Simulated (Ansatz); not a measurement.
# CH₂BS+ (SMILES B1[CH+]S1): one structure at several levels

How do the functionals fare away from a minimum? The structure is a structure displaced at random from a GFN2-xTB minimum.

Computed with Ansatz 0.2.0, Gaussian basis. Level: single points in def2-TZVPP.

Cores are frozen in the correlated methods.

### Step 1. The system as given

SMILES `B1[CH+]S1`, 5 atoms, charge 1, spin multiplicity 1.

Atoms are counted from 1 here; the program's logs count them from 0.

Bond lengths: B1–C2 1.502 Å, B1–S3 1.790 Å, B1–H4 1.185 Å, C2–S3 1.634 Å, C2–H5 1.137 Å. Angles: C2–B1–S3 58.8°, C2–B1–H4 156.2°, S3–B1–H4 145.1°, B1–C2–S3 69.5°, B1–C2–H5 150.6°, S3–C2–H5 138.5°, B1–S3–C2 51.8°.

Geometry (Å):

```
B    -0.1136   -0.7531   -0.2424
C    -0.0663    0.6988    0.1379
S     1.1418   -0.1245    0.8684
H    -0.5186   -1.7128   -0.8065
H    -0.3777    1.7790   -0.0344
```

### Step 2. CCSD(T)/def2-TZVPP

The input, run/in.yaml:

```yaml
crystal:
  periodic: [false, false, false]
  atoms:
    - {symbol: B, position_ang: [-0.113600, -0.753100, -0.242400]}
    - {symbol: C, position_ang: [-0.066300, 0.698800, 0.137900]}
    - {symbol: S, position_ang: [1.141800, -0.124500, 0.868400]}
    - {symbol: H, position_ang: [-0.518600, -1.712800, -0.806500]}
    - {symbol: H, position_ang: [-0.377700, 1.779000, -0.034400]}
basis:
  gaussian: {orbitals: def2-TZVPP}
total_charge: 1
correlation: {method: ccsd_t}
output: {forces: true}
```

The command line of these runs was not kept.

### Step 3. PBE0-D4/def2-TZVPP

run/in.yaml: that of step 2 with these lines changed.

```diff
@@ -11,3 +11,3 @@
 total_charge: 1
-correlation: {method: ccsd_t}
-output: {forces: true}
+hamiltonian: {xc: pbe0, dispersion: d4}
+output: {forces: true, orbitals: {seedname: orbitals}}
```

### Step 4. wB97M-V/def2-TZVPP

run/in.yaml: that of step 3 with these lines changed.

```diff
@@ -11,3 +11,3 @@
 total_charge: 1
-hamiltonian: {xc: pbe0, dispersion: d4}
-output: {forces: true, orbitals: {seedname: orbitals}}
+hamiltonian: {xc: {name: wB97M-V}}
+output: {forces: true}
```

### Step 5. r2SCAN-D4/def2-TZVPP

run/in.yaml: that of step 4 with these lines changed.

```diff
@@ -11,3 +11,3 @@
 total_charge: 1
-hamiltonian: {xc: {name: wB97M-V}}
+hamiltonian: {xc: r2scan, dispersion: d4}
 output: {forces: true}
```

### Step 6. PBE-D4/def2-TZVPP

run/in.yaml: that of step 5 with these lines changed.

```diff
@@ -11,3 +11,3 @@
 total_charge: 1
-hamiltonian: {xc: r2scan, dispersion: d4}
+hamiltonian: {xc: pbe, dispersion: d4}
 output: {forces: true}
```

### Step 7. r2SCANh-D4/def2-TZVPP

run/in.yaml: that of step 6 with these lines changed.

```diff
@@ -11,3 +11,3 @@
 total_charge: 1
-hamiltonian: {xc: pbe, dispersion: d4}
+hamiltonian: {xc: {name: r2SCANh}, dispersion: d4}
 output: {forces: true}
```

### Step 8. r2SCAN0-D4/def2-TZVPP

run/in.yaml: that of step 7 with these lines changed.

```diff
@@ -11,3 +11,3 @@
 total_charge: 1
-hamiltonian: {xc: {name: r2SCANh}, dispersion: d4}
+hamiltonian: {xc: {name: r2SCAN0}, dispersion: d4}
 output: {forces: true}
```

(Steps that only read results are left out.)

Q: Predict the outcome of this session. Wanted: energy less free atoms, CCSD(T)/def2-TZVPP; RMS force component; RMS force error; HOMO and LUMO, PBE0-D4; T1 diagnostic.

As calculated:

```
                                  quantity                                                                                                 value
energy less free atoms, CCSD(T)/def2-TZVPP                                                                                         -985.9 kJ/mol
                       RMS force component                                                                  0.610 to 0.819 eV/Å over the methods
                           RMS force error  PBE0-D4 0.314, wB97M-V 0.312, r2SCAN-D4 0.207, PBE-D4 0.154, r2SCANh-D4 0.275, r2SCAN0-D4 0.380 eV/Å
                    HOMO and LUMO, PBE0-D4                                                                                  -15.55 and -10.18 eV
                             T1 diagnostic                                                                                                 0.016
```

**Reading.** Against CCSD(T) the functionals' energies less atoms differ by -129.4 to -42.6 kJ/mol, PBE-D4 by -129.4 kJ/mol. CCSD(T) in triple zeta still lacks some correlation energy of the bonds, so part of these gaps is its own basis error and they don't rank the functionals. For forces PBE-D4 does best and r2SCAN0-D4 worst. Frozen-core CCSD(T) forces in triple zeta carry basis errors of their own, and this is one geometry, so small gaps rank nothing.
